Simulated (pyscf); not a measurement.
## Atom transfer: F–C(F)(F)–SiH₂–O–SiH₃ + H atom (H•) → F–C•(F)–SiH₂–O–SiH₃ + hydrogen fluoride (HF)

Gas phase, doublet surface, charge 0. Bonds broken: C2–F4. Bonds formed: F4–H13. Structures and frequencies: ωB97X-D3(BJ)/def2-SVP in PySCF.

Transition state (Å):

```xyz
13

F     -1.3874    -1.8721     0.8648
C     -0.8400    -1.4066    -0.2410
F     -0.7474    -2.3659    -1.1403
F      0.8148    -1.1382     0.2244
Si    -1.2532     0.3676    -0.7973
O     -0.8872     1.3473     0.4670
Si     0.2770     1.5669     1.6490
H     -0.4177     0.6090    -1.9989
H     -2.7003     0.4850    -1.1094
H      0.2105     0.4651     2.6445
H     -0.0321     2.8604     2.3148
H      1.6306     1.6341     1.0352
H      2.0391    -1.1231     0.5793
```

One imaginary mode, 1985i cm⁻¹; descent along it reached the two sides named.

```
bond    change  reactant side (Å)  saddle  product side
------  ------  -----------------  ------  ------------
C2–F4   breaks              1.355   1.740           3.1
F4–H13   forms                3.4   1.275         0.927
```

Electronic energies relative to the separated reactants (eV):

| level | barrier | reaction energy | reverse barrier |
|---|---|---|---|
| ωB97X-D3(BJ)/def2-TZVP | 1.54 | -0.76 | 2.30 |
| PBE/def2-TZVP | 0.90 | -0.80 | 1.70 |
| r²SCAN/def2-TZVP | 0.97 | -0.82 | 1.79 |
| B3LYP-D3(BJ)/def2-TZVP | 1.06 | -0.92 | 1.98 |
| PBE0-D3(BJ)/def2-TZVP | 1.27 | -0.78 | 2.05 |
| M06-2X/def2-TZVP | 1.49 | -0.72 | 2.22 |
| ωB97M-D3(BJ)/def2-TZVP | 1.44 | -0.77 | 2.21 |
| HF/def2-TZVP | 2.43 | -0.71 | 3.14 |

With ωB97M-D3(BJ)/def2-TZVP energies and thermal terms (ideal gas, 1 atm, RRHO with modes under 100 cm⁻¹ raised to 100, one conformer, R ln 2 for chiral ones without a mode under 150 cm⁻¹), in eV:

```csv
T (K),ΔH‡,ΔG‡,ΔH,ΔG
298,1.42,1.72,-0.64,-0.81
600,1.41,2.03,-0.66,-0.98
900,1.39,2.34,-0.70,-1.13
1200,1.38,2.65,-0.74,-1.27
```

The same reactants have a lower exit, to H₃Si–O–SiH₃ + F–C•(F)–F (barrier +0.48 eV at ωB97M-D3(BJ), against +1.44 eV here). F–C(F)(F)–SiH₂–O–SiH₃ lies 1.74 eV over its isomer F–CH(F)–SiH(F)–O–SiH₃ (electronic energy, ωB97M-D3(BJ)). This is the saddle that the search found; another between the same sides may lie lower. The angle at the transferred F is 172°.
